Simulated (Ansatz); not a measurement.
**Breaking a bond in SiH2ClO (SMILES O[SiH]Cl)**

The species is SiH2ClO (5 atoms), meant as a doublet with charge 0. As SMILES, `O[SiH]Cl`. The shape is that of a PBE0-D4/def2-TZVP optimisation. This is one conformer, not always the lowest.

```xyz
5

O    -0.8061   -0.4320   -0.7465
Si   -0.0923    0.4798    0.4140
Cl    1.6066   -0.4408    1.1436
H    -1.0241   -1.3432   -0.5400
H     0.3160    1.7363   -0.2711
```

The Si2–H5 distance is scanned; the parts on either side stay rigid. Basis STO-3G, 11 core orbitals frozen in the correlated methods; program Ansatz 0.2.0. FCI is exact within this basis and core. Energies in eV from each method's value at 1.488 Å; open shells run as named. The shape above is that at 1.488 Å.

| distance (Å) | UPBE | UCAM-B3LYP | RPA@PBE | UCCSD | FCI |
| --- | --- | --- | --- | --- | --- |
| 1.488 | 0.00 | 0.00 | 0.00 | 0.00 | 0.00 |
| 1.860 | 0.95 | 1.17 | 1.04 | 1.11 | 1.08 |
| 2.232 | 2.24 | 2.54 | 2.42 | 2.39 | 2.33 |
| 2.977 | 3.03 | 3.22 | 2.80 | 2.79 | 2.74 |
| 3.721 | 3.08 | 3.27 | 2.75 | 2.78 | 2.73 |

Departure from the FCI curve at its largest: UPBE +0.34 eV at 3.72 Å; UCAM-B3LYP +0.54 eV at 3.72 Å; RPA@PBE +0.08 eV at 2.23 Å; UCCSD +0.06 eV at 2.23 Å. For the functionals part of the departure is owed to the small basis.
